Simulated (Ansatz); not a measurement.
**Relaxing CsBa3**

The calculation used Ansatz, DFT PBE, scalar-relativistic, plane waves, PAW. Cutoff 420 eV, Γ-centred k mesh, Gaussian smearing, no spin polarisation in the final step.

CsBa3 was placed on the Ni3Sn (D0_19) structure type (P6_3/mmc, No. 194), with Cs in place of Sn, Ba in place of Ni, at a guessed volume.

```yaml
crystal:
  lattice:
    - [9.01990, 0.00000, 0.00000]
    - [-4.50995, 7.81147, 0.00000]
    - [0.00000, 0.00000, 7.23986]
  atoms:
    - { symbol: Cs, position: [0.33333, 0.66667, 0.25000] }
    - { symbol: Cs, position: [0.66667, 0.33333, 0.75000] }
    - { symbol: Ba, position: [0.83300, 0.66600, 0.25000] }
    - { symbol: Ba, position: [0.16700, 0.83300, 0.75000] }
    - { symbol: Ba, position: [0.33400, 0.16700, 0.25000] }
    - { symbol: Ba, position: [0.16700, 0.33400, 0.75000] }
    - { symbol: Ba, position: [0.83300, 0.16700, 0.25000] }
    - { symbol: Ba, position: [0.66600, 0.83300, 0.75000] }
```

Cell and atoms relax at zero pressure; the relaxation can't lower the symmetry of the start.

Energies over the elements count from the elements' standard structures at the same level, with no empirical corrections.

(1) What does it relax into?

(2) What are its volume, energy, density and gap?

## Answers

(1) It keeps P6_3/mmc (No. 194). The result has the Ni3Sn (D0_19) structure. Conventional cell: a = 9.345 Å, c = 7.662 Å. Cs has 12 Ba at 4.67–4.75 Å; around Ba lie 8 Ba at 4.47–4.87 Å and 4 Cs at 4.67–4.75 Å.

```
Cs Ba
1.0
     9.34453    0.00000    0.00000
    -4.67226    8.09260    0.00000
     0.00000    0.00000    7.66169
Cs Ba
2 6
Direct
  0.33333 0.66667 0.25000
  0.66667 0.33333 0.75000
  0.84042 0.68085 0.25000
  0.15958 0.84042 0.75000
  0.31915 0.15958 0.25000
  0.15958 0.31915 0.75000
  0.84042 0.15958 0.25000
  0.68085 0.84042 0.75000
```

(2) The volume per atom is 72.42 Å³. The density is 3.12 g/cm³ and the energy over the elements is 0.15 eV/atom. The gap on the 6×6×6 mesh is 0 eV (a metal).

The final run used a 6×6×6 mesh on its 8-atom cell and 0.10 eV smearing. The k mesh leaves about 4 meV/atom of noise in metals. A structure relaxed within its symmetry needn't be a true minimum. The steps took roughly 8 core-minutes in all.